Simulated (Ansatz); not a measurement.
# H3OSSi: the cost of one run

Program: Ansatz 0.2.0. Level of theory: UKS BLYP-D4/STO-3G. These are calculated values, not measurements.

### Step 1. The structure to begin with

Bond lengths: O1–S2 1.495 Å, S2–Si3 2.209 Å, Si3–H4 1.456 Å, Si3–H5 1.456 Å, Si3–H6 1.456 Å. Angles: O1–S2–Si3 101.6°, S2–Si3–H4 107.2°, S2–Si3–H5 101.6°, S2–Si3–H6 107.2°, H4–Si3–H5 114.0°, H4–Si3–H6 111.8°, H5–Si3–H6 114.0°.

As a file:

```xyz
6

O     0.3618   -1.9388    1.1346
S     1.2505   -0.9418    0.4630
Si   -0.2181    0.5233   -0.2964
H    -1.1033   -0.1867   -1.2091
H     0.6472    1.4960   -0.9475
H    -0.9381    1.0479    0.8554
```

### Step 2. End point A

File input.yaml:

```yaml
crystal:
  periodic: [false, false, false]
  atoms:
    - { symbol: O, position_ang: [0.36177, -1.93876, 1.13456] }
    - { symbol: S, position_ang: [1.25048, -0.94182, 0.463] }
    - { symbol: Si, position_ang: [-0.21814, 0.52331, -0.2964] }
    - { symbol: H, position_ang: [-1.10329, -0.18667, -1.20906] }
    - { symbol: H, position_ang: [0.64725, 1.49601, -0.94751] }
    - { symbol: H, position_ang: [-0.93808, 1.04793, 0.85539] }
magnetization:
  spin_polarized: true
  initial_magnetization: 1
basis:
  gaussian: { orbitals: STO-3G }
hamiltonian:
  xc: blyp
  dispersion: d4
relax:
  f_tol: 0.015
  max_steps: 40
```

Command:

```sh
$ ansatz run input.yaml --threads 1 --pin off --max-ram 2048MiB --backend cpu --events-out ev --progress --plain --runs-dir out
```

What time and memory should one allow on 1 thread of Arm Neoverse V1, shared host?

About 10 s, with a peak of 0.13 GiB.
